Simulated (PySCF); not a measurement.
Molecule: Cyanoformamide, C₂H₂N₂O.

Mapped SMILES: `[N:1]#[C:2][C:3]([NH2:4])=[O:5]`. Each H is labelled by its parent atom. Ha(N4) is cis to the C=O or C=S heteroatom; Hb(N4) is trans to the C=O or C=S heteroatom.

Spin–spin couplings on one PBE0-D3(BJ)/def2-SVP geometry, PySCF 2.14.0 with density-fitted response routines, gas phase, non-relativistic, equivalent pairs averaged; isotopes ¹⁵N, ¹H, ¹³C, ¹⁷O; basis pcJ-1.

How do the couplings (Hz) change with the functional? Times are CPU seconds on shared hosts with different chips, so compare them loosely.

Results:


```
functional  functions  ¹J(N4,Hb(N4))  ¹J(N4,Ha(N4))  ¹J(C2,C3)  ¹J(C3,O5)  ¹J(C3,N4)  ¹J(N1,C2)  ²J(C2,N4)  core-s
       LDA        155          -79.9          -78.6       75.5       30.3      -18.3       -5.5      -16.9     6.6
       PBE        155          -90.2          -89.2       85.2       30.0      -21.8       -7.7      -17.9      11
       KT2        155          -98.6          -97.8       71.2       37.9      -16.8       -1.2      -17.7      11
     B3LYP        155          -99.1          -97.9       99.1       25.4      -25.3      -16.4      -17.0      14
      PBE0        155          -94.8          -93.6       95.5       25.6      -24.3      -15.5      -16.0      12
     B97-2        155          -91.5          -90.4       94.8       24.9      -23.9      -14.8      -16.1      12
 BHandHLYP        155         -107.0         -105.7      115.1       17.6      -29.1      -29.6      -15.4      13
 CAM-B3LYP        155          -98.9          -97.5      100.7       24.4      -25.6      -18.9      -16.2      16
``` Left out for a near triplet instability: HF/pcJ-1.
